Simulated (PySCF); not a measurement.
How methods differ on the ionisation energy of P

P [Ne] 3s2 3p3 [3p1/2^2 3p3/2^1, M_J = 3/2] → P+ [Ne] 3s2 3p2 [3p1/2^2, M_J = 0], as a difference of total energies. Computed with PySCF 2.14 in x2c-SVPall-2c (4s4p1d, 21 functions), with the two-component X2C-1e Hamiltonian. Correlated levels: [Ne] frozen. "Screened" scales the spin-orbit matrix elements by Boettger's factors to mimic the two-electron term; Breit and QED terms are absent.

```tsv
method	ionisation energy (eV)	error (eV)
GHF (spin-free)	10.012	-0.475
GMP2 (spin-free)	10.266	-0.221
GHF (screened spin-orbit)	9.990	-0.497
GMP2 (screened spin-orbit)	10.244	-0.243
```

Reference: 10.487 eV (measured; NIST Atomic Spectra Database, ionization energies).

Errors of the correlated levels include the incompleteness of this basis and the frozen core.

The labels give the starting determinants; with spin-orbit coupling the two ends relaxed to ⟨J²⟩ = 3.75, ⟨L²⟩ = 0.00, ⟨S²⟩ = 3.75 and ⟨J²⟩ = 1.93, ⟨L²⟩ = 2.01, ⟨S²⟩ = 2.00.

The determinant of P+ mixes levels of different J (the jj label is only the starting occupation), so the difference between spin-free and spin-orbit rows is not the physical spin-orbit shift.
